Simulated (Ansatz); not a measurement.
Basis-set extrapolation for S$_{2}$ (triplet) (PBE0-D4/def2-TZVP geometry, frozen core, Ansatz). Multiplicity 3, UHF reference.

|  | def2-TZVPP | def2-QZVPP |
| --- | --- | --- |
| HF | -795.085475 | -795.108767 |
| MP2 correlation | -0.312137 | -0.341141 |
| CCSD(T) correlation | -0.359338 | -0.387613 |

Energies in hartree. Use E(X) = E(∞) + A·exp(−7.88·√X) for Hartree–Fock and E(X) = E(∞) + B·X^(−2.97) for correlation, with X = 3 and 4.

Q: What is the CCSD(T) energy at the basis-set limit?

A: HF limit: -795.108767 + (-0.023292) × 0.13774 = -795.11198. Correlation limit: -0.387613 + (-0.028275) × 0.74074 = -0.40856. Total: -795.52054 hartree, 198.8 kJ/mol below CCSD(T)/def2-TZVPP.
